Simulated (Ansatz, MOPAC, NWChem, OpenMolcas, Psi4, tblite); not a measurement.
How methods differ on CH5BO (SMILES CBO)

The runs start from one conformer, not always the lowest.

CH5BO, singlet, SMILES `CBO`. Each level relaxes the structure for itself.

Quantity: the zero-point energy at each level's own minimum, in kJ/mol. The values are calculated.

| level | kind | program | value (kJ/mol) |
| --- | --- | --- | --- |
| GFN2-xTB | semi-empirical | tblite | 164.3 |
| PM6 | semi-empirical | MOPAC | 151.0 |
| PM6-D3H4 | semi-empirical | MOPAC | 151.7 |
| PM6-DH+ | semi-empirical | MOPAC | 150.8 |
| HF/3-21G | Hartree–Fock | OpenMolcas | 178.4 |
| HF/6-31G* (Cartesian functions) | Hartree–Fock | OpenMolcas | 179.1 |
| B3LYP-D3(BJ)/def2-SVP | global hybrid | NWChem | 167.4 |
| PBE0-D4/def2-TZVP | global hybrid | Ansatz | 168.2 |
| PBE0-D4/def2-TZVP (density fitting) | global hybrid | Psi4 | 168.1 |

Harmonic and unscaled. The values span 150.8 to 179.1 kJ/mol.
